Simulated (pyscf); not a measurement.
# Substitution at C: H₃C–CH₂–Br + Cl atom (Cl•) -> chloroethane (H₃C–CH₂–Cl) + Br atom (Br•)

Gas phase, doublet surface, charge 0. Bonds broken: C2–Br3. Bonds formed: C2–Cl9. PySCF, gas phase, ωB97X-D3(BJ)/def2-SVP geometries.

Transition state (Å):

```xyz
9

C     -2.0473     0.6389    -0.1061
C     -0.6859     0.0037    -0.2153
Br    -1.1231    -2.2463    -0.3413
H     -2.7455     0.1543    -0.8027
H     -2.4439     0.5476     0.9142
H     -1.9757     1.7042    -0.3660
H     -0.1512    -0.3795     0.6679
H     -0.1859    -0.0199    -1.1840
Cl     0.6823     1.6425     0.4050
```

One imaginary mode, 893i cm⁻¹; descent along it reached the two sides named.

```tsv
bond	change	reactant side (Å)	saddle	product side
C2–Br3	breaks	1.939	2.295	3.4
C2–Cl9	forms	3.1	2.223	1.790
```

Electronic energies relative to the separated reactants (kcal/mol):

```
level                   barrier  reaction energy  reverse barrier
----------------------  -------  ---------------  ---------------
ωB97X-D3(BJ)/def2-TZVP     18.2            -11.5             29.7
PBE/def2-TZVP               5.0            -11.7             16.8
r²SCAN/def2-TZVP            8.0            -11.0             19.0
B3LYP-D3(BJ)/def2-TZVP     10.3            -11.0             21.3
PBE0-D3(BJ)/def2-TZVP      12.0            -11.4             23.4
M06-2X/def2-TZVP           16.3            -14.2             30.4
ωB97M-D3(BJ)/def2-TZVP     17.0            -13.7             30.7
HF/def2-TZVP               34.8            -10.5             45.2
```

With ωB97M-D3(BJ)/def2-TZVP energies and thermal terms (ideal gas, 1 atm, RRHO with modes under 100 cm⁻¹ raised to 100, one conformer, R ln 2 for rigid chiral ones), in kcal/mol:

| T (K) | ΔH‡ | ΔG‡ | ΔH | ΔG |
|---|---|---|---|---|
| 298 | 15.9 | 22.9 | -13.4 | -13.3 |
| 600 | 15.9 | 29.9 | -13.5 | -13.2 |
| 900 | 15.7 | 37.0 | -13.5 | -13.0 |
| 1200 | 15.6 | 44.1 | -13.6 | -12.8 |

Abstraction by the radical was not located in this set and often lies lower. This is the saddle that the search found; another between the same sides may lie lower. The angle at the attacked C is 149°. Left out: orbital degeneracy and the spin-orbit lowering of Br, Cl, which is large for Br, Se, Te and I. Elements up to Kr have no core potential and no relativistic terms here.
